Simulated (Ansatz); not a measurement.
in.yaml

```yaml
crystal:
  periodic: [false, false, false]
  atoms:
    - {symbol: Br, position_ang: [0.000000, 0.000000, 0.000000]}
    - {symbol: Be, position_ang: [0.000000, 0.000000, 3.927000]}
basis:
  gaussian: {orbitals: aug-cc-pVDZ}
total_charge: -1
magnetization: {spin_polarized: false}
correlation: {method: ccsd_t, electrons: valence}
accuracy: high
output: {forces: true}
```

```sh
$ ansatz run in.yaml --threads 1 --pin off --events-out ev --progress --plain --max-ram 2393MiB
```

Output:

```
1037 factors; integrals over basis functions are off by at most 4.5e-9 eV
mean field evaluation 1: about -70396.8883 eV, gradient 5.2e0 eV
mean field evaluation 2: about -70396.9038 eV, gradient 5.1e0 eV
mean field evaluation 4: about -70396.9897 eV, gradient 3.8e-1 eV
mean field evaluation 8: about -70396.9914 eV, gradient 8.8e-4 eV
mean field evaluation 16: about -70396.9658 eV, gradient 1.3e0 eV
mean field -70396.99136893 eV, -2587.0417160135 hartree, gradient 2.4e-8 eV, S^2 0.000000; 0 other end points of the search recorded, 0 dependent functions left out; unrestricted orbitals would lower it
9 core orbitals not correlated: weight in the atoms' cores, before any rotation towards them, 1.000 or more for the frozen orbitals, at most 0.000 for the correlated occupied ones
reference -70396.99136893 eV, -2587.0417160135 hartree; 11, 11 occupied and 39, 39 virtual orbitals, 1037 factors
second order -4.77448303 eV of doubles, -0.00000000 eV of singles
cycle   1  -5.18523008 eV  change   -4.1e-1 eV  update   8.3e-2
cycle   2  -5.43665632 eV  change   -2.5e-1 eV  update   4.1e-2
cycle   3  -5.49062846 eV  change   -5.4e-2 eV  update   1.6e-2
cycle   4  -5.48960273 eV  change    1.0e-3 eV  update   4.6e-3
cycle   5  -5.48935552 eV  change    2.5e-4 eV  update   1.7e-3
cycle   6  -5.48983270 eV  change   -4.8e-4 eV  update   7.2e-4
cycle   7  -5.48975325 eV  change    7.9e-5 eV  update   3.2e-4
cycle   8  -5.48968443 eV  change    6.9e-5 eV  update   1.1e-4
cycle   9  -5.48973129 eV  change   -4.7e-5 eV  update   4.3e-5
cycle  10  -5.48974772 eV  change   -1.6e-5 eV  update   1.7e-5
cycle  11  -5.48974368 eV  change    4.0e-6 eV  update   6.1e-6
cycle  12  -5.48974465 eV  change   -9.7e-7 eV  update   2.6e-6
cycle  13  -5.48974300 eV  change    1.7e-6 eV  update   1.1e-6
cycle  14  -5.48974255 eV  change    4.4e-7 eV  update   3.9e-7
cycle  15  -5.48974276 eV  change   -2.0e-7 eV  update   1.6e-7
cycle  16  -5.48974293 eV  change   -1.7e-7 eV  update   8.0e-8
cycle  17  -5.48974293 eV  change   -4.1e-9 eV  update   4.9e-8
cycle  18  -5.48974292 eV  change    1.3e-8 eV  update   3.0e-8
cycle  19  -5.48974263 eV  change    2.9e-7 eV  update   1.1e-7
cycle  20  -5.48974259 eV  change    4.1e-8 eV  update   3.8e-8
cycle  21  -5.48974258 eV  change    1.2e-8 eV  update   1.6e-8
cycle  22  -5.48974258 eV  change    4.1e-9 eV  update   6.4e-9
cycle  23  -5.48974258 eV  change  -5.0e-10 eV  update   2.6e-9
perturbative correction -0.11572187 eV, -0.0042527003 hartree
the calculation of the forces begins
Total energy: -70402.59683337 eV, -2587.2477130324 hartree
Atom 0 at     0.000000     0.000000     0.000000 Å, force    -0.000000     0.000000     0.214772 eV/Å
Atom 1 at     0.000000     0.000000     3.927000 Å, force     0.000000    -0.000000    -0.214772 eV/Å
Dipole moment:    -0.000000    -0.000000    -0.067336 e Å
```

Forces (eV/Å):
```
Br   0.000  0.000  0.215
Be   0.000  0.000 -0.215
```

Ran on 1 thread of Intel Xeon, shared host: 26 s wall, 0.24 GiB peak host memory.
